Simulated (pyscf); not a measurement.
This saddle point was located with ωB97X-D3(BJ)/def2-SVP in PySCF.

```xyz
8

P      0.7173    -1.2344    -0.0435
H      1.9722    -0.6730    -0.4172
H     -0.4814     0.8060    -0.8117
H      0.1640    -1.1238    -1.3493
Ge    -0.0232     0.7908     1.0053
H      0.5169     2.1950     0.6668
H      0.7424     0.4330     2.3189
H     -1.5114     0.7837     1.3780
```
Charge 0, spin multiplicity 2.

Surface: doublet, charge 0. Lowest wavenumbers (cm⁻¹): 593i, 46, 261, 349, 538.

Which two sides does it connect, and which bonds change?

PH₂• (SMILES [PH2]) + GeH₄ (SMILES [GeH4]) ⇌ H₂P–GeH₃ (SMILES [PH2][GeH3]) + H• (SMILES [H]), a substitution at Ge read from left to right: Ge–H broken and Ge–P formed. At CCSD(T)/def2-TZVPP + ΔMP2(QZVPP) it lies +119.6 kJ/mol from the left side and +28.8 kJ/mol from the right (each side as separated species at their lowest minima found). One saddle was located; it need not be the lowest between these sides. The angle at the attacked Ge is 70° (front-side attack). The CCSD(T) − MP2 part came from Ansatz, without density fitting, on the same reference. The frozen core leaves the outer d or s,p core shells of the metals and heavy elements correlated in the MP2 and CC values, and def2-TZVPP describes them poorly, which can shift differences by a few kcal/mol. Elements up to Kr have no core potential and no relativistic terms here.
